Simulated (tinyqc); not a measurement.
Inside a calculation. Method: Hueckel theory of the pi electrons with the omega technique, for the molecule C=C1C=C1 (SMILES; centres numbered as the heavy atoms are written). Computed by tinyqc, a small Python program that keeps every step. Settings: charge = 0, omega = 1.4, damping = 0. Command: `OMP_NUM_THREADS=1 python tinyqc.py 26522 26523 out.jsonl` (the two numbers bound the seeds that draw the settings). One thread of a shared host (Intel(R) Xeon(R) Processor @ 2.60GHz), about 0.01 s of CPU time with the checks.

## The Hueckel matrix

Centres:
```
centre  z_r, pi electrons of the neutral centre       h
1C                                            1  0.0000
2C                                            1  0.0000
3C                                            1  0.0000
4C                                            1  0.0000
```

Bonds:
```
i  j  k
1  2  1
2  3  1
3  4  1
4  2  1
```

H_rr = alpha + h_r beta, H_rs = k_rs beta for bonded centres.

Hueckel matrix in units of beta (H = alpha + beta A), order 1C, 2C, 3C, 4C:
$$\begin{pmatrix}
0.0000 & 1.0000 & 0.0000 & 0.0000 \\
1.0000 & 0.0000 & 1.0000 & 1.0000 \\
0.0000 & 1.0000 & 0.0000 & 1.0000 \\
0.0000 & 1.0000 & 1.0000 & 0.0000
\end{pmatrix}$$

## Orbitals, round 1

pi electrons, sum of z_r less the charge = 4

Diagonalise; E = alpha + x beta with beta < 0, so the largest x are filled first; degenerate levels share their electrons. P = sum n_i c_ri c_si; each orbital has its largest coefficient positive (the first on a tie).

x values: [2.1701, 0.3111, -1.0000, -1.4812]

occupations: [2.0000, 2.0000, 0.0000, 0.0000]

coefficients, order 1C, 2C, 3C, 4C:
$$\begin{pmatrix}
0.2818 & 0.8152 & 0.0000 & -0.5059 \\
0.6116 & 0.2536 & 0.0000 & 0.7494 \\
0.5227 & -0.3682 & 0.7071 & -0.3020 \\
0.5227 & -0.3682 & -0.7071 & -0.3020
\end{pmatrix}$$

charge and bond-order matrix P, order 1C, 2C, 3C, 4C:
$$\begin{pmatrix}
1.4881 & 0.7583 & -0.3056 & -0.3056 \\
0.7583 & 0.8768 & 0.4527 & 0.4527 \\
-0.3056 & 0.4527 & 0.8176 & 0.8176 \\
-0.3056 & 0.4527 & 0.8176 & 0.8176
\end{pmatrix}$$

## Omega technique, round 1

h_r = h_r(0) + omega q_r, omega = 1.4, with q_r = z_r - P_rr.

matrix after round 1, order 1C, 2C, 3C, 4C:
$$\begin{pmatrix}
-0.6833 & 1.0000 & 0.0000 & 0.0000 \\
1.0000 & 0.1724 & 1.0000 & 1.0000 \\
0.0000 & 1.0000 & 0.2554 & 1.0000 \\
0.0000 & 1.0000 & 1.0000 & 0.2554
\end{pmatrix}$$

## Orbitals, round 2

As before.

x values: [2.3426, 0.0098, -0.7446, -1.6078]

occupations: [2.0000, 2.0000, 0.0000, 0.0000]

coefficients, order 1C, 2C, 3C, 4C:
$$\begin{pmatrix}
0.1975 & 0.6902 & 0.0000 & 0.6962 \\
0.5975 & 0.4783 & 0.0000 & -0.6436 \\
0.5496 & -0.3840 & 0.7071 & 0.2248 \\
0.5496 & -0.3840 & -0.7071 & 0.2248
\end{pmatrix}$$

charge and bond-order matrix P, order 1C, 2C, 3C, 4C:
$$\begin{pmatrix}
1.0306 & 0.8962 & -0.3130 & -0.3130 \\
0.8962 & 1.1715 & 0.2894 & 0.2894 \\
-0.3130 & 0.2894 & 0.8989 & 0.8989 \\
-0.3130 & 0.2894 & 0.8989 & 0.8989
\end{pmatrix}$$

## Omega technique, round 2

As before.

matrix after round 2, order 1C, 2C, 3C, 4C:
$$\begin{pmatrix}
-0.0429 & 1.0000 & 0.0000 & 0.0000 \\
1.0000 & -0.2401 & 1.0000 & 1.0000 \\
0.0000 & 1.0000 & 0.1415 & 1.0000 \\
0.0000 & 1.0000 & 1.0000 & 0.1415
\end{pmatrix}$$

## Convergence

Each round sets h_r = h_r(0) + omega (z_r - P_rr), keeping the share named as damping of the old diagonal; repeat until output and input diagonals agree to 1e-6.

Rounds:
```
round  sum n x  largest |h(out) - h(in)|
1       4.9624                  6.83e-01
2       4.7047                  6.40e-01
3       4.9312                  6.73e-01
4       4.7312                  7.51e-01
5       4.9893                  8.14e-01
6       4.7476                  8.99e-01
7       5.0583                  9.58e-01
8       4.7682                  1.04e+00
9       5.1267                  1.08e+00
10      4.7897                  1.15e+00
11      5.1855                  1.18e+00
12      4.8083                  1.23e+00
13      5.2300                  1.25e+00
14      4.8222                  1.28e+00
15      5.2606                  1.30e+00
16      4.8316                  1.32e+00
17      5.2801                  1.33e+00
18      4.8376                  1.34e+00
19      5.2921                  1.35e+00
20      4.8412                  1.35e+00
21      5.2992                  1.36e+00
22      4.8434                  1.36e+00
23      5.3033                  1.36e+00
24      4.8446                  1.36e+00
25      5.3057                  1.37e+00
26      4.8453                  1.37e+00
27      5.3071                  1.37e+00
28      4.8457                  1.37e+00
29      5.3079                  1.37e+00
30      4.8460                  1.37e+00
31      5.3084                  1.37e+00
32      4.8461                  1.37e+00
33      5.3086                  1.37e+00
34      4.8462                  1.37e+00
35      5.3088                  1.37e+00
36      4.8462                  1.37e+00
37      5.3089                  1.37e+00
38      4.8463                  1.37e+00
39      5.3089                  1.37e+00
40      4.8463                  1.37e+00
```

Not converged within 40 rounds: the residual has stopped falling: the iteration swings between two states. Reruns: damping 0.5: converged in 15; damping 0.8: not converged.
